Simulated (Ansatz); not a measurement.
**As (model structure, started from the beta-Sn type, I4₁/amd, No. 141, 2 atoms in the cell): properties by level of theory**

| level (code) | lattice parameter a (Å) | c axis length (Å) |
|---|---|---|
| PBE (Ansatz) | [?] | 2.831 |
| PBEsol (Ansatz) | 5.276 | 2.786 |
| PBE-D3(BJ) (Ansatz) | 5.275 | 2.789 |
| r²SCAN (Ansatz) | 5.322 | [?] |

Problem. What belongs in the gaps?

Solution. 
- PBE (Ansatz, a first-principles code), lattice parameter a (Å): 5.353
- r²SCAN (Ansatz), c axis length (Å): 2.813

Ansatz's density-functional and Hartree–Fock values are scalar-relativistic unless marked +SOC, with PAW data made under PBE.

A model structure was made by putting elements into a prototype or built by hand; it is no filed structure, need not be a known phase, and can be a saddle point held by its symmetry.
